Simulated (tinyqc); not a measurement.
A ladder of methods, and size consistency: correlation methods against full CI in the sto-3g basis, for LiH, spin multiplicity 1. Computed by the program tinyqc with PySCF. 

Geometry (angstrom):
```
atom       x       y       z
Li    0.0000  0.0000  0.0000
H     0.0000  0.0000  1.6050
```

RHF energy of one = -7.861698 hartree

All electrons correlated; +Q is the Davidson correction (1 - c0^2) E_corr. The last columns treat two copies 100 angstrom apart as one system. FCI is the lowest singlet.

Correlation energies (hartree):
```
method   E_corr of one  share of FCI (%)  E_corr of two at 100 angstrom  two minus twice one (mhartree)
MP2           -0.01294            63.012                       -0.02589                       -2.41e-05
CISD          -0.02053            99.934                       -0.04006                           0.995
CISD+Q        -0.02106           102.530                       -0.04193                           0.198
CCSD          -0.02053            99.948                       -0.04106                       -5.30e-05
CCSD(T)       -0.02054            99.990                       -0.04108                       -5.29e-05
FCI           -0.02054           100.000                              -                               -
```

MP2 recovers 63 %, CISD 99.9 % and CCSD 99.9 % of the FCI value (c0^2 = 0.974 in CISD). MP2 and coupled cluster are size consistent, so their last column vanishes but for a trace of long-range electrostatics; CISD loses 1.00 mhartree, since a double excitation on each copy is a quadruple of the pair, and the Davidson correction leaves +0.20.
